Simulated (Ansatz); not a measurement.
in.yaml

```yaml
crystal:
  periodic: [false, false, false]
  atoms:
    - {symbol: Ge, position_ang: [0.084376, 0.005225, 2.120991]}
    - {symbol: Al, position_ang: [-0.080498, 0.013599, -0.255859]}
    - {symbol: H, position_ang: [-0.003878, -0.018825, -1.865132]}
basis:
  gaussian: {orbitals: cc-pVDZ}
magnetization: {spin_polarized: true, initial_magnetization: 2}
correlation: {method: ccsd_t, electrons: outside_noble_gas}
output: {forces: true}
```

```sh
$ ansatz run in.yaml --threads 1 --pin off --events-out ev --progress --plain --max-ram 2393MiB
```

Log:

```
553 factors; integrals over basis functions are off by at most 9.8e-4 eV
mean field evaluation 1: about -63069.7310 eV, gradient 5.7e0 eV
mean field evaluation 2: about -63069.7336 eV, gradient 5.7e0 eV
mean field evaluation 4: about -63070.2415 eV, gradient 6.8e-1 eV
mean field evaluation 8: about -63070.2557 eV, gradient 2.2e-2 eV
mean field evaluation 16: about -63070.2476 eV, gradient 2.7e-1 eV
mean field evaluation 32: about -63068.4867 eV, gradient 3.5e-1 eV
mean field evaluation 64: about -63067.8662 eV, gradient 2.2e0 eV
mean field evaluation 96: about -63067.8564 eV, gradient 2.1e-3 eV
mean field -63070.25570154 eV, -2317.7891464767 hartree, gradient 2.6e-6 eV, S^2 2.020849; 6 other end points of the search recorded, 0 dependent functions left out
determinant -63070.25570154 eV, -2317.7891464767 hartree, with singles and doubles -63074.05283151 eV, -2317.9286884294 hartree
determinant -63068.50812182 eV, -2317.7249241065 hartree, with singles and doubles -63072.28534710 eV, -2317.8637345754 hartree
determinant -63068.49465160 eV, -2317.7244290852 hartree, with singles and doubles -63072.19847574 eV, -2317.8605421120 hartree
determinant -63067.97549945 eV, -2317.7053505954 hartree, with singles and doubles -63071.54743594 eV, -2317.8366168406 hartree
determinant -63067.85637796 eV, -2317.7009729618 hartree, with singles and doubles -63071.45490847 eV, -2317.8332165187 hartree
19 core orbitals not correlated: weight in the atoms' cores, before any rotation towards them, 1.000 or more for the frozen orbitals, at most 0.000 for the correlated occupied ones
reference -63070.25570154 eV, -2317.7891464767 hartree; 5, 3 occupied and 26, 28 virtual orbitals, 553 factors
second order -2.99356412 eV of doubles, -0.00000000 eV of singles
cycle   1  -3.79733293 eV  change   -2.0e-4 eV  update   1.1e-3
cycle   2  -3.79745880 eV  change   -1.3e-4 eV  update   7.8e-4
cycle   3  -3.79748514 eV  change   -2.6e-5 eV  update   3.7e-4
cycle   4  -3.79744906 eV  change    3.6e-5 eV  update   1.9e-4
cycle   5  -3.79758837 eV  change   -1.4e-4 eV  update   9.2e-5
cycle   6  -3.79766648 eV  change   -7.8e-5 eV  update   6.1e-5
cycle   7  -3.79760866 eV  change    5.8e-5 eV  update   2.9e-5
cycle   8  -3.79759207 eV  change    1.7e-5 eV  update   8.8e-6
cycle   9  -3.79759409 eV  change   -2.0e-6 eV  update   4.2e-6
cycle  10  -3.79759690 eV  change   -2.8e-6 eV  update   1.9e-6
cycle  11  -3.79759717 eV  change   -2.7e-7 eV  update   8.5e-7
cycle  12  -3.79759679 eV  change    3.8e-7 eV  update   3.1e-7
perturbative correction -0.15353019 eV, -0.0056421305 hartree
the calculation of the forces begins
Total energy: -63074.20682852 eV, -2317.9343477151 hartree
Atom 0 at     0.084376     0.005225     2.120991 Å, force     0.018223     0.002379     0.577010 eV/Å
Atom 1 at    -0.080498     0.013599    -0.255859 Å, force     0.016385    -0.009914    -0.627551 eV/Å
Atom 2 at    -0.003878    -0.018825    -1.865132 Å, force    -0.034608     0.007535     0.050541 eV/Å
Dipole moment:    -0.036508     0.004305    -0.293173 e Å
```

Forces (eV/Å):
```
Ge   0.018  0.002  0.577
Al   0.016 -0.010 -0.628
H   -0.035  0.008  0.051
```

For the same geometry and basis UCCSDT(Q) lies 51.7 meV lower.

Ran on 1 thread of Arm Neoverse V1, shared host: 4.7 s wall, 0.13 GiB peak host memory.
